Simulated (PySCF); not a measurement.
# Atomic charges by several schemes

Compound: isothiocyanic acid, CHNS.
Atom-mapped SMILES: `[NH:1]=[C:2]=[S:3]` (hydrogens: H4 on N1)

Density: PBE0/pcSseg-1 (PySCF); schemes: Mulliken, IAO, Hirshfeld and ESP-fitted. Geometry: GFN2-xTB; no solvent, vibrations or thermal averaging.

Task: At which atom do the 4 schemes differ most?

Result: At N1: from -0.451 (ESP-fitted) to -0.178 e (Hirshfeld), 0.273 e apart.

Task: For which atoms does the sign change between the 4 schemes (beyond +0.03 e in one, beyond −0.03 e in another)?

Result: For none.

Task: Give the atomic charges in each scheme.

Result: In e:

```json
{"atom": "N1", "environment": "isothiocyanate nitrogen", "Mulliken": "-0.395", "IAO": "-0.388", "Hirshfeld": "-0.178", "ESP-fitted": "-0.451"}
{"atom": "C2", "environment": "isothiocyanate carbon", "Mulliken": "+0.188", "IAO": "+0.074", "Hirshfeld": "+0.093", "ESP-fitted": "+0.160"}
{"atom": "S3", "environment": "sulfur bonded to C", "Mulliken": "-0.013", "IAO": "-0.006", "Hirshfeld": "-0.088", "ESP-fitted": "-0.104"}
{"atom": "H4", "environment": "N–H hydrogen", "Mulliken": "+0.220", "IAO": "+0.320", "Hirshfeld": "+0.173", "ESP-fitted": "+0.396"}
```

Mean size of the charges over all atoms: ESP-fitted 0.278 e, Mulliken 0.204 e, IAO 0.197 e, Hirshfeld 0.133 e. Each set sums to the total charge, 0, to within 0.001 e. The Mulliken scheme counts on each atom the diagonal of the density matrix times the overlap matrix over that atom's basis functions. The IAO scheme counts the electrons in orthogonalised intrinsic atomic orbitals, a minimal basis polarised so that it spans the occupied orbitals exactly.

Task: How many electrons does the Hirshfeld scheme count on N1?

Result: Z − q = 7 − (-0.178) = 7.178.

These values come from a run that also computed NMR shieldings. The run took 2.9 s wall on one thread, Arm Neoverse V1 (shared host).
